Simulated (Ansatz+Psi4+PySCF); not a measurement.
# doublet CH2(+): levels of theory in one basis

```yaml
atoms:
  - { symbol: C, position_ang: [-0.0077, 0.0005, 0.1679] }
  - { symbol: H, position_ang: [-0.0066, 0.8616, -0.5156] }
  - { symbol: H, position_ang: [0.0068, -0.8552, -0.5210] }
```

Basis set: cc-pVTZ (spherical functions). Correlated methods keep 1 orbital frozen. Correlation on ROHF uses semicanonical orbitals with singles. Charge 1, multiplicity 2.

Computed with Ansatz (development build ahead of 0.2.0) and Psi4 1.11; each method stands on the lowest determinant of its kind that the runs found.

```tsv
method	E − E(ROHF) (eV)	<S²> of the determinant
ROHF	0.00	0.75
UHF	-0.06	0.75
ROHF-MP2	-2.67	–
UHF-MP2	-2.67	0.75
ROHF-CCSD	-3.21	–
UHF-CCSD	-3.21	0.75
```

(1) What does ROHF-CCSD(T) give on the same scale?

Answers

(1) -3.27 eV.
